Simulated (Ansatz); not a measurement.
Born–Oppenheimer molecular dynamics of CH$_{3}$MgO (6 atoms, charge 0, multiplicity 2). It goes on from the last frame of an earlier run, with new velocities.

Level of theory: UKS BLYP-D4/def2-SVP (Ansatz 0.2.0).

- ensemble: NVT, Nosé–Hoover chain
- time step: 1 fs
- steps asked: 150
- set temperature: 100 K
- thermostat: time constant 100 fs, chain length 1
- seed: 920577

First frame:

```xyz
6
Properties=species:S:1:pos:R:3
C 0.510 -0.187 0.001
O -0.823 0.258 0.037
Mg -2.309 1.115 -0.471
H 0.546 -1.117 -0.646
H 1.210 0.557 -0.505
H 0.972 -0.434 1.018
```

(1) How far do the bonds stretch over the last three quarters of this one trajectory? (Pairs bonded in most of those frames.)

Answers

(1) 
| bond | mean (Å) | spread (Å) | shortest | longest |
| --- | --- | --- | --- | --- |
| C1–O2 | 1.396 | 0.014 | 1.37 | 1.42 |
| C1–H4 | 1.119 | 0.012 | 1.10 | 1.14 |
| C1–H5 | 1.119 | 0.017 | 1.09 | 1.15 |
| C1–H6 | 1.120 | 0.018 | 1.09 | 1.15 |
| O2–Mg3 | 1.807 | 0.020 | 1.77 | 1.83 |

Mean temperature of the second half: 115 K. The conserved energy stayed within 0.27 meV per atom of its start (net change -0.046 meV per atom), so the integration is sound. The mean temperature of the second half is 15 % above the set value. A run of 0.15 ps of so small a system gives no equilibrium averages.

Time of the run: 11 min on 1 thread of Intel(R) Xeon(R) Processor @ 2.50GHz (Skylake/Cascade Lake), with other jobs on the host, peak memory 0.13 GiB.
